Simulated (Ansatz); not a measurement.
**ClF, singlet in cc-pV(T+d)Z: errors against RCCSDT(Q)**

Geometry: MP2(full)/6-31G*, from the G2/97 set.

```xyz
2

F     0.0000    0.0000    0.0000
Cl    0.0000    0.0000    1.6591
```

Basis cc-pV(T+d)Z; Ansatz 0.2.0. Only valence electrons are correlated (noble-gas cores frozen), which leaves 14 electrons in 63 orbitals. Prefix R: restricted or restricted open-shell reference. Active spaces: valence = (14e, 8o) chosen from the atoms' valence shells.

Full CI isn't at hand for all of this; RCCSDT(Q) serves as the reference, and is uncertain by about the last step of the cluster series.

* UHF ⟨S²⟩: 0.000
* T1 diagnostic (RCCSD): 0.0116
* largest doubles amplitude (RCCSD): 0.098

| level | E − E(RHF) (eV) |
| --- | --- |
| RMP2 | -12.1706 |
| RCCSD | -12.6624 |
| RCCSD(T) | -13.1265 |

Estimate how far RCCSDT(Q) in cc-pV(T+d)Z lies from RCCSD(T). The table doesn't fix it; the size of (T) and the diagnostics are the guide.

RCCSDT(Q) in cc-pV(T+d)Z lies 43 meV below RCCSD(T), which is 9 % of the (T) step (-464 meV). The diagnostics are small and one determinant leads, so the series closes fast and only a small part of (T) is left.

The other levels:

```csv
level,E − E(RCCSDT(Q)) (meV),share of correlation (%),wall time
CISD,1568,88.10,3.1 s
BCCD(T),40,99.69,1.5 s
RCCSDT,28,99.78,–
CASSCF (valence space),12070,8.34,–
NEVPT2 (valence space),2114,83.95,1.6 s
MRCISD (valence space),1296,90.16,–
MRCISD+Q (valence space),274,97.92,7 s (H100)
```

The correlation energy at RCCSDT(Q), counted from RHF, is -13.169 eV. That run took 14 s on 2 threads of AMD EPYC 7R13 with a shared H100 80 GB, shared host.

Times hold each run's SCF and search for its determinant on a shared host, so for small cases they say little of a method's own cost; rows without a card ran on 1 thread of AMD EPYC 7R13.

Natural occupations of CASSCF (valence space) about the gap: 2.000 1.999 1.999 1.999 1.940 0.064; effectively unpaired electrons, Σ n²(2−n)², 0.03.

Atomization energy (electronic, same basis, no zero-point term; atoms at the same level, unrestricted beside the R rows where the molecule is a closed shell, with restricted open-shell steps beyond CCSDT(Q)) at RCCSDT(Q): 234.8 kJ/mol. Errors of other levels:

```
                   level  error (kJ/mol)
                     RHF          -210.1
                    RMP2            23.2
                    CISD           -92.9
                   RCCSD           -21.4
                RCCSD(T)            -1.3
                 BCCD(T)            -0.8
                  RCCSDT            -2.1
  CASSCF (valence space)           -77.1
  NEVPT2 (valence space)            16.2
  MRCISD (valence space)           -64.3
MRCISD+Q (valence space)           -18.3
```

This basis is far from its limit, so the value isn't to be set against a measured one. Truncated CI isn't size-consistent, which counts against it in atomization.
